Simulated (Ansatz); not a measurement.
Ansatz (an electronic-structure program) input:

Ansatz 0.2 input:
```yaml
crystal:
  periodic: [false, false, false]
  atoms:
    - {symbol: C, position_ang: [0.00819413, 0.01326082, -1.13371283]}
    - {symbol: Cl, position_ang: [-0.00477402, -0.00772595, 0.66051769]}
    - {symbol: H, position_ang: [0.01747178, 1.04777215, -1.46340501]}
    - {symbol: H, position_ang: [0.89974992, -0.50396843, -1.47517859]}
    - {symbol: H, position_ang: [-0.88522815, -0.49202752, -1.48794019]}
basis:
  gaussian:
    orbitals: def2-TZVPD
hamiltonian:
  xc: {name: wB97M-V}
output: {forces: true}
```

### Question
Which total energy does the run end on?

### Answer
-500.08564 Eh (wB97M-V/def2-TZVPD). The basis has 110 functions.
